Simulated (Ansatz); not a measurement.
# FH₄PSi: one species, many methods

Aim: compute FH₄PSi with functionals from several rungs and with coupled cluster. The yardstick is the atomisation energy at the CCSD(T) limit.

Method: functionals in def2-TZVPP, the program's frozen cores in correlated methods; program: Ansatz 0.2.0, Gaussian basis.

Plan: LDA (SPW92), PBE-D4, revPBE-D4, BLYP-D4, r2SCAN-D4, B97M-V, PBE0-D4, B3LYP-D4, r2SCANh-D4, r2SCAN0-D4, HSE06-D4, BHLYP-D4, CAM-B3LYP-D4, LC-ωPBE, ωB97X-V, ωB97M-V, B2PLYP, PBE-QIDH; CCSD(T)/def2-SVP; CCSD(T)/def2-TZVPP; MP2/def2-QZVPP; extrapolation to the limit; RPA on PBE.

## Step 1: Structure used throughout

The geometry comes from an earlier relaxation with PBE0-D4 in a triple-zeta def2 set; it is a stationary point, not always the lowest conformer.

SMILES `F[SiH2]P`, 7 atoms, charge 0, spin multiplicity 1.

Atoms are counted from 1 here; the program's logs count them from 0.

Bond lengths: F1–Si2 1.603 Å, Si2–P3 2.244 Å, Si2–H4 1.484 Å, Si2–H5 1.483 Å, P3–H6 1.421 Å, P3–H7 1.423 Å. Angles: F1–Si2–P3 108.5°, F1–Si2–H4 108.3°, F1–Si2–H5 107.0°, P3–Si2–H4 108.5°, P3–Si2–H5 114.2°, H4–Si2–H5 110.2°, Si2–P3–H6 93.9°, Si2–P3–H7 90.5°, H6–P3–H7 93.4°.

## Step 2: LDA

This LDA is Slater exchange with PW92 correlation.

Contents of in.yaml:

```yaml
crystal:
  periodic: [false, false, false]
  atoms:
    - {symbol: F, position_ang: [-2.086549, -0.130225, 0.202391]}
    - {symbol: Si, position_ang: [-0.623211, -0.187767, -0.448290]}
    - {symbol: P, position_ang: [0.891218, -0.211684, 1.207817]}
    - {symbol: H, position_ang: [-0.503981, -1.452887, -1.214880]}
    - {symbol: H, position_ang: [-0.508859, 0.976286, -1.360777]}
    - {symbol: H, position_ang: [0.943424, 1.204239, 1.310722]}
    - {symbol: H, position_ang: [1.949258, -0.265960, 0.257417]}
basis:
  gaussian: {orbitals: def2-TZVPP}
hamiltonian: {xc: lda}
output: {orbitals: {seedname: orbitals}}
```

Launch:

```bash
> ansatz run in.yaml --threads 2 --pin off --events-out ev --progress --plain --max-ram 4352MiB
```

Further steps of the session: PBE-D4 (GGA); revPBE-D4 (GGA); BLYP-D4 (GGA); r2SCAN-D4 (meta-GGA); B97M-V (meta-GGA); B3LYP-D4 (hybrid); r2SCANh-D4 (hybrid); r2SCAN0-D4 (hybrid); HSE06-D4 (hybrid); BHLYP-D4 (hybrid); CAM-B3LYP-D4 (range-separated); LC-ωPBE (range-separated); ωB97X-V (range-separated); ωB97M-V (range-separated); B2PLYP (double hybrid); PBE-QIDH (double hybrid); CCSD(T) in def2-SVP; CCSD(T) in def2-TZVPP; MP2 in def2-QZVPP; RPA on PBE orbitals.

**Question.** What will the summary of the whole plan be? Wanted: atomisation energy, CCSD(T)/CBS; farthest beyond LDA; mean size of error, GGA; mean size of error, meta-GGA; mean size of error, hybrid; mean size of error, range-separated; mean size of error, double hybrid; gap, smallest and largest; T1 diagnostic.

The runs gave:

```
                               quantity                                       value
        atomisation energy, CCSD(T)/CBS                               2156.0 kJ/mol
 functionals within 10.8 kJ/mol (0.5 %)  r2SCAN-D4, B3LYP-D4, CAM-B3LYP-D4, ωB97M-V
                    farthest beyond LDA                    revPBE-D4 (-51.2 kJ/mol)
                mean size of error, GGA                                 24.7 kJ/mol
           mean size of error, meta-GGA                                 14.4 kJ/mol
             mean size of error, hybrid                                 31.5 kJ/mol
    mean size of error, range-separated                                 19.6 kJ/mol
      mean size of error, double hybrid                                 40.5 kJ/mol
              gap, smallest and largest   5.54 eV (LDA (SPW92)), 12.50 eV (LC-ωPBE)
                          T1 diagnostic                                      0.0129
triples share of the correlation energy                                       3.2 %
```

The LDA atomisation energy is off by 260.4 kJ/mol (12 %): it overbinds. PBE-D4 misses by -11.2 kJ/mol. Double hybrids carry the basis error of their MP2 part in triple zeta, and no dispersion term here, so their miss is partly the set-up's. Taken by rung, meta-GGA functionals do best (14.4 kJ/mol on average) and double hybrid ones worst beyond LDA (40.5 kJ/mol). The gap between the best rungs is small, so their order is not settled. Misses under about 10.8 kJ/mol are within the doubt on the reference itself, which lacks core-valence correlation, relativity and higher excitations. Hartree-Fock recovers 73 % of the binding; the rest is correlation. CCSD(T) in def2-SVP is off by -201.7 kJ/mol, so the small basis spoils what the method gains. The gap grows from 5.5 to 12.5 eV across the functionals, mostly with the share of exact exchange.
